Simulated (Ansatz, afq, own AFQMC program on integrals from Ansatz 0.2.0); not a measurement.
Two steps: Ansatz 0.2.0 writes the Fock matrix and Cholesky factors of the valence space, and afq projects on them the lowest state that overlaps trial and start.

```yaml
crystal:
  periodic: [false, false, false]
  atoms:
    - {symbol: N, position_ang: [0.001986, 0.002583, -0.071414]}
    - {symbol: H, position_ang: [0.931127, -0.002562, 0.357291]}
    - {symbol: H, position_ang: [-0.488328, 0.797474, 0.346746]}
    - {symbol: H, position_ang: [-0.470402, -0.830804, 0.288354]}
basis:
  gaussian: {orbitals: aug-cc-pVDZ}
total_charge: -1
magnetization: {spin_polarized: true, initial_magnetization: 1}
correlation: {method: ccsd_t, electrons: outside_noble_gas, hamiltonian_folder: ham}
```

```sh
$ ansatz run in.yaml --threads 1 --pin off --events-out ev --progress --plain --max-ram 16896MiB --backend cuda --devices 0, --max-vram 18GiB
```

Options of the walk:

```
--method free --trial cisd --walkers 4000 --time-step 0.03 --max-blocks 4000 --target-error 0.00036 --factor-cut 1e-05 --seed 5755 --times 0,0.3,0.6,1.2,1.8,2.4,3.6,4.8,6 --taylor-order 8
```

Times are imaginary, in 1/Eh. The walk had a cap of 112 s.

afq prints:

```
orbitals 49  electrons 5 4  factors 402 of 479
reference energy -56.16949425 Eh
CCSD correlation -0.22233483 Eh in 10 cycles, weight of the determinant in the CISD state 0.9189
repeat  energy at the last time / Eh  error
    10  -56.398753  0.000251
    20  -56.398585  0.000186
    30  -56.398601  0.000155
time / (1/Eh)  energy / Eh  error  mean overlap
  0.00  -56.391796  0.000027  1.0880
  0.30  -56.396732  0.000044  1.0891
  0.60  -56.398079  0.000046  1.0882
  1.20  -56.398805  0.000049  1.0909
  1.80  -56.399031  0.000062  1.0887
  2.40  -56.399109  0.000074  1.0904
  3.60  -56.399202  0.000102  1.0870
  4.80  -56.398956  0.000125  1.0889
  6.00  -56.398614  0.000150  1.1139
energy -56.398614 +/- 0.000150 Eh
```

The run failed at least one of its tests; the cautions name the faults.

Against this walk (error 4.1 meV) on the same determinant: CCSD(T) 8.2 meV higher, CCSDT(Q) 14.5 meV lower. The error is statistical, and a free projection of finite length keeps a remainder of its start. The last points scatter (meV from the last: -11.3 ± 1.7 at 1.80, -13.5 ± 2.0 at 2.40, -16 ± 3 at 3.60, -9 ± 3 at 4.80, 0 ± 4 at 6.00); the last is the one printed as the energy, and the gaps above move with that scatter.

Cautions: remainder of the start not in the error; start not forgotten.

The walk took 79 s on 1 × NVIDIA H100 80GB HBM3 with 2 threads of AMD EPYC 7R13 Processor (Zen 3) (shared host) (the card was shared). The log's last line is the free-projection energy.

CCSDT and higher add their correlation energy to the determinant of the CCSD(T) run, since their own runs factorise the integrals more tightly (a shift of under 2 meV). A walk keeps the symmetry of its determinant, which the program's search chose and which needn't be the lowest solution, so a lower state of the same spin and another symmetry isn't excluded.
